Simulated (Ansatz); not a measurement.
Results of LDA (Ansatz, an electronic-structure program, PAW) for cubic perovskite BaTiO3 (cubic high-temperature phase).

Total energies, extrapolated to zero smearing (they compare only within this program, potentials and cutoff; free atoms with spin allowed, lowest state found):

```tsv
system	energy (eV/atom)
cubic perovskite BaTiO3 (cubic high-temperature phase), relaxed	-1980.9042
free Ba atom	-5777.3432
free Ti atom	-2443.8518
free O atom	-548.5492
```

Task: Work out the cohesive energy per atom.

Result: E_coh = [1 × (-5777.3432) + 1 × (-2443.8518) + 3 × (-548.5492)]/5 − (-1980.9042) = 7.54 eV/atom. The reference value is 6.32 eV/atom (measured, temperature not stated, not stated; as tabulated in Evaestov et al. (2010), arXiv:1010.1170), a difference of +1.22 eV/atom.

The PAW data were made under PBE.

Note: the relaxation could not lower the start's symmetry, so the cell can be a saddle point above a distorted one.
